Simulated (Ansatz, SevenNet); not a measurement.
Voigt–Reuss–Hill shear modulus (GPa) of 32 elemental metals, computed with the machine-learned potential SevenNet-0 (trained on PBE and PBE+U data) and with PBE (Ansatz, a program for electronic structure, plane waves, PAW). The set holds measured phases with no doubt noted on the run or the magnetic state but for the caveats below. 4 more of the class have both values but aren't in it, for one of these reasons: built or high-temperature cells, doubts on the run or the magnetic state, unlike cells, values of zero, layered or molecular crystals. Solids without a value at one level (not run, failed, or a magnetic order lost), or held back for tests, aren't counted.

Every twentieth of the way through the set, in order of the shift (worked out from unrounded values):

| solid | SevenNet-0 | PBE | shift (%) |
|---|---|---|---|
| bcc K | 2.52 | 1.18 | -53 |
| fcc Pd | 45.0 | 41.6 | -7.6 |
| bcc Li | 5.14 | 5.05 | -1.7 |
| fcc Pt | 47.6 | 53.6 | +12.6 |
| fcc Ni | 83.7 | 98.6 | +17.8 |
| bcc Na | 2.23 | 2.90 | +30 |
| fcc Cu | 37.7 | 52.4 | +39 |
| hcp Co | 62.5 | 104 | +66 |
| fcc Ag | 15.7 | 27.9 | +78 |
| fcc Pb | 4.65 | 10.9 | +133 |
| fcc Au | 7.81 | 21.5 | +176 |
| hcp Zn | 14.8 | 41.8 | +183 |
| α-phase Ga | 8.99 | 30.1 | +235 |
| fcc Ir | 64.1 | 221 | +245 |
| hcp Be | 43.6 | 162 | +272 |
| double-hcp La | 4.37 | 17.0 | +288 |
| hcp Re | 38.5 | 176 | +358 |
| hcp Os | 55.1 | 263 | +377 |
| hcp Lu | 6.46 | 31.9 | +393 |
| hcp Y | 4.80 | 26.5 | +451 |
| hcp Hf | 6.89 | 56.2 | +715 |

The shift from SevenNet-0 to PBE has a median of +160 %, and eight in ten lie between -0.7 % and +392 %; PBE is the larger in 28 of 32. Each level is at its own cell, so the shift holds the change of volume too.

Ansatz's runs of these crystals have no spin polarisation, but for bcc Fe, hcp Co, fcc Ni.

Density-functional runs with spin start from parallel moments for bcc Fe, parallel moments for hcp Co, parallel moments for fcc Ni.

Spin–orbit coupling is left out, also for the solids with elements from indium on (fcc Pt, hcp Os, double-hcp La, fcc Ir, hcp Re, hcp Hf, fcc Pb, hcp Lu, fcc Au); its size isn't shown.

Each level is taken at its own relaxed cell. Ansatz's density-functional and Hartree–Fock values are scalar-relativistic unless marked +SOC, with PAW data made under PBE.
